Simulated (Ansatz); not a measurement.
Geometry optimisation, Ansatz 0.2.0, RKS PBE/6-31G*.

input.yaml

```yaml
crystal:
  periodic: [false, false, false]
  atoms:
    - { symbol: C, position_ang: [0.2363, 0.9351, 0.016] }
    - { symbol: C, position_ang: [0.9678, -0.2087, 0.1062] }
    - { symbol: C, position_ang: [0.1653, -1.3423, 0.0242] }
    - { symbol: S, position_ang: [-1.3901, -0.9708, -0.1536] }
    - { symbol: C, position_ang: [-1.1518, 0.6945, -0.1572] }
    - { symbol: H, position_ang: [0.5871, 2.0022, 0.0326] }
    - { symbol: H, position_ang: [2.0748, -0.2217, 0.2297] }
    - { symbol: H, position_ang: [0.565, -2.3557, 0.082] }
    - { symbol: H, position_ang: [-1.9658, 1.4212, -0.1971] }
basis:
  gaussian: { orbitals: "6-31G*" }
hamiltonian:
  xc: pbe
relax:
  f_tol: 0.02
  max_steps: 50
output:
  orbitals: {}
```

Launched with:

```bash
$ ansatz run input.yaml --threads 2 --pin off --max-ram 3072MiB --backend cpu --events-out ev --progress --plain --runs-dir out
```

Q: Where does it end, and by what steps?

A: It converged. After 4 steps the energy has fallen by 0.427 eV; S4 moved furthest, 0.07 Å.

| step | energy less start (eV) | largest force component (eV/Å) | accepted |
| --- | --- | --- | --- |
| 0 | 0.0000 | 4.191 | yes |
| 1 | -0.2758 | 2.581 | yes |
| 2 | -0.4214 | 0.229 | yes |
| 3 | -0.4263 | 0.086 | yes |
| 4 | -0.4266 | 0.012 | yes |

```xyz
9
Properties=species:S:1:pos:R:3
C 0.200 0.982 0.010
C 0.988 -0.208 0.105
C 0.230 -1.356 0.033
S -1.458 -0.991 -0.152
C -1.145 0.718 -0.132
H 0.611 1.993 0.046
H 2.075 -0.214 0.222
H 0.560 -2.393 0.077
H -1.971 1.423 -0.227
```

The run took 3.2 s on 2 threads of AMD EPYC 9R45 96-Core Processor (Zen 5) (shared host), peak memory 0.18 GiB.
